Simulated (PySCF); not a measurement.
NMR data simulated for an unnamed compound:

¹H NMR (300 MHz, computed): δ 7.52 (dd, J = 5.4, 1.7 Hz, 1H), 7.32 (ddd, J = 2.7, 2.4, 1.7 Hz, 1H), 6.59 (d, J = 2.4 Hz, 1H).

¹³C{¹H} NMR (computed): δ 165.3 (C, d, J = 320.8 Hz), 145.5 (CH, d, J = 5.3 Hz), 131.6 (CH, d, J = 24.3 Hz), 109.5 (CH, d, J = 13.9 Hz).

No relativistic terms, gas phase, one computed conformer. J couplings at B3LYP/pcJ-1; geometry from GFN2-xTB; σ from GIAO-PBE0/pcSseg-1; PySCF 2.14.0 with density-fitted response routines.

Shifts are taken against calculated references (same method and geometry level): ¹H and ¹³C against TMS.

Problem. Which of these does the molecule contain: an S-methyl group, a methoxy group, a heteroaromatic ring, a three-membered ring?

Solution. 
- An S-methyl group: no.
- A methoxy group: no.
- A heteroaromatic ring: yes.
- A three-membered ring: no.

The data belong to SMILES Fc1ccoc1, C4H3FO; they needn't prove each group on their own.

Carbon signals by region: 1 in the far downfield region (above 160 ppm), 3 in the sp2 and nitrile region (100–160 ppm). Above 160 ppm: 165.3, aromatic carbon bearing fluorine.

Common functionals overestimate the size of one-bond C–F couplings by tens of Hz; these are unscaled. Splittings below 1 Hz are ignored in the labels, and close J values are merged. Unscaled 3J(H,H) at this level run about 10 % above measured values. Shifts are as computed. Against solution values, carbons near 30 ppm lie about +3 ppm off and those near 130 ppm about +5 ppm. Of 1211 compounds with measured shifts, 218 miss one by over three times the rms of a fit or turn the order of signals round; such compounds aren't used in these exercises.
